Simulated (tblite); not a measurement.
C5H7S (doublet state).
SMILES with atom numbers: `[CH2:1]=[CH:2][C:3](=[S:4])[CH:5][CH3:6]` (hydrogens: H7, H8 on C1; H9 on C2; H10 on C5; H11, H12, H13 on C6)

The geometry is computed with GFN2-xTB (gas phase). This method treats the open shell by occupation alone, without spin polarisation.

Question: What internal coordinates does the optimisation give?

Answer: 
```json
{"bond": "C1=C2", "length (bohr)": "2.509", "order": "double"}
{"bond": "C2–C3", "length (bohr)": "2.751", "order": "single"}
{"bond": "C3=S4", "length (bohr)": "3.255", "order": "double"}
{"bond": "C3–C5", "length (bohr)": "2.571", "order": "single"}
{"bond": "C5–C6", "length (bohr)": "2.802", "order": "single"}
{"bond": "C1–H7", "length (bohr)": "2.037", "order": "single"}
{"bond": "C1–H8", "length (bohr)": "2.033", "order": "single"}
{"bond": "C2–H9", "length (bohr)": "2.047", "order": "single"}
{"bond": "C5–H10", "length (bohr)": "2.045", "order": "single"}
{"bond": "C6–H11, C6–H12, C6–H13", "length (bohr)": "2.059", "order": "single"}
```

Bonds in one row agree within 0.02 bohr and their mean is given. Orders are formal, as drawn. A selection of angles:
```json
{"angle": "C2–C1–H7", "degrees": "121.4"}
{"angle": "C2–C1–H8", "degrees": "121.7"}
{"angle": "H7–C1–H8", "degrees": "116.9"}
{"angle": "C1–C2–C3", "degrees": "124.9"}
{"angle": "C1–C2–H9", "degrees": "120.4"}
{"angle": "C3–C2–H9", "degrees": "114.7"}
{"angle": "C2–C3–S4", "degrees": "119.3"}
{"angle": "C2–C3–C5", "degrees": "120.7"}
{"angle": "S4–C3–C5", "degrees": "120.0"}
{"angle": "C3–C5–C6", "degrees": "124.3"}
{"angle": "C3–C5–H10", "degrees": "118.2"}
{"angle": "C6–C5–H10", "degrees": "117.6"}
{"angle": "C5–C6–H11", "degrees": "110.4"}
{"angle": "C5–C6–H12", "degrees": "111.4"}
{"angle": "H11–C6–H12", "degrees": "109.1"}
{"angle": "H11–C6–H13", "degrees": "106.4"}
```

Torsions: C1–C2–C3–S4 0° (synperiplanar); C2–C3–C5–C6 180° (antiperiplanar).

The C–C distances run from 1.328 Å (C1=C2, drawn double) to 1.483 Å (C5–C6, drawn single), a spread of 0.155 Å. Of the pairs four or more bonds apart, S4···H7 is among the closest relative to their van der Waals radii: 2.69 Å, 90 % of the sum of Bondi's values. C2 (carbon bonded to 2 C and H) is planar (angles 124.9°, 120.4° and 114.7°, sum 360.0°, 0.00 Å off the plane of its three neighbours). C5 (carbon bonded to 2 C and H) is planar (angles 124.3°, 118.2° and 117.6°, sum 360.0°, 0.00 Å off the plane of its three neighbours). C3 (carbon bonded to 2 C and S) is planar (angles 120.7°, 120.0° and 119.3°, sum 360.0°, 0.00 Å off the plane of its three neighbours). The 6 heavy atoms lie in one plane (0.001 Å rms). C1 (carbon bonded to C and 2 H) is planar (angles 121.7°, 121.4° and 116.9°, sum 360.0°, 0.00 Å off the plane of its three neighbours).

Point group: Cs (tolerance 0.08 Å). GFN2-xTB frequencies show an imaginary mode (126i cm⁻¹), so the point is no minimum at that level. 3 starts were optimised and ended at 0.00, 0.56 and 0.60 kcal/mol (GFN2-xTB); the lowest of these is shown.

One conformer stands for the species.
